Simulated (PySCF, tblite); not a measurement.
Isomers of C5H11O (doublet state), one GFN2-xTB conformer each. Single-point energies are computed at B3LYP/pcH-1 (PySCF, gas phase, no added dispersion term), electronic only. GFN2-xTB treats the open shell by occupation alone, and not every SCF solution was tested for stability.

| SMILES | GFN2-xTB relative energy (kcal/mol) |
| --- | --- |
| CCO[C](C)C | 0.0 |
| COC[C](C)C | 6.8 |
| [CH2][C@H](C)CCO | 13.3 |

Conformers: `[CH3:1][CH2:2][O:3][C:4]([CH3:5])[CH3:6]` (doublet state) with C1–C2–O3–C4 71°, C2–O3–C4–C5 37°; `[CH3:1][O:2][CH2:3][C:4]([CH3:5])[CH3:6]` (doublet state) with C1–O2–C3–C4 180°, O2–C3–C4–C5 81°; `[CH2:1][C@H:2]([CH3:3])[CH2:4][CH2:5][OH:6]` (doublet state) with H–C1–C2–C3 -96° and 74°, C1–C2–C4–C5 -63°, C2–C4–C5–O6 180°, C4–C5–O6–H -59°.

Q: What does B3LYP/pcH-1 give for the same structures?

A: 
```tsv
SMILES	B3LYP/pcH-1 E (Eh)	B3LYP/pcH-1 (kcal/mol)	GFN2-xTB (kcal/mol)	point group
CCO[C](C)C	-272.34704	0.0	0.0	C1
COC[C](C)C	-272.33731	6.1	6.8	Cs
[CH2][C@H](C)CCO	-272.33636	6.7	13.3	C1
```

Both levels put the same isomer lowest; measured from each level's own lowest isomer, the values differ by up to 6.6 kcal/mol ([CH2][C@H](C)CCO: 13.3 against 6.7). As drawn, the highest has an O–H bond, which the lowest lacks. Neighbours under 5.0 kcal/mol apart (COC[C](C)C and [CH2][C@H](C)CCO) can change places with a better method, another conformer or zero-point energy.

Q: What happens when harmonic zero-point energies from GFN2-xTB frequencies are added?

A: 
| SMILES | ZPE (kcal/mol) | electronic (kcal/mol) | with ZPE (kcal/mol) |
| --- | --- | --- | --- |
| CCO[C](C)C | 92.7 | 0.0 | 0.0 |
| COC[C](C)C | 91.8 | 6.1 | 5.2 |
| [CH2][C@H](C)CCO | 92.3 | 6.7 | 6.3 |

The zero-point energies span 0.9 kcal/mol. The order is unchanged.
